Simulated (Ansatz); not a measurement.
# C2H2N2: the cost of one run

Program: Ansatz 0.2.0. Level of theory: the levels named in each step. These are calculated values, not measurements.

### 1 The system as given

Bond lengths: H1–N2 1.017 Å, N2–C3 1.256 Å, C3–C4 1.425 Å, C4–N5 1.145 Å, C3–H6 1.101 Å. Angles: H1–N2–C3 115.9°, N2–C3–C4 120.5°, N2–C3–H6 126.8°, C4–C3–H6 112.8°, C3–C4–N5 177.1°.

Structure file:

```xyz
6

H    -2.5203   -0.2987   -0.0519
N    -1.5366   -0.5563   -0.0202
C    -0.7194    0.3971   -0.0301
C     0.6830    0.1475    0.0118
N     1.8182    0.0050    0.0446
H    -0.9601    1.4707   -0.0694
```

### 2 A rough first relaxation, PBE-D4/def2-SVP

Contents of input.yaml:

```yaml
crystal:
  periodic: [false, false, false]
  atoms:
    - { symbol: H, position_ang: [-2.5203, -0.29874, -0.05186] }
    - { symbol: "N", position_ang: [-1.53655, -0.55625, -0.0202] }
    - { symbol: C, position_ang: [-0.71943, 0.3971, -0.0301] }
    - { symbol: C, position_ang: [0.68301, 0.14746, 0.01183] }
    - { symbol: "N", position_ang: [1.81824, 0.00495, 0.04459] }
    - { symbol: H, position_ang: [-0.96011, 1.47069, -0.06936] }
basis:
  gaussian: { orbitals: def2-SVP }
hamiltonian:
  xc: pbe
  dispersion: d4
relax:
  f_tol: 0.03
  max_steps: 200
```

On the command line:

```console
$ ansatz run input.yaml --threads 2 --pin off --max-ram 5120MiB --backend cpu --events-out ev --progress --plain --runs-dir out
```

Q: Estimate wall time and peak memory on 2 threads of Arm Neoverse N1, shared host.

About 7.9 s, with a peak of 0.11 GiB.
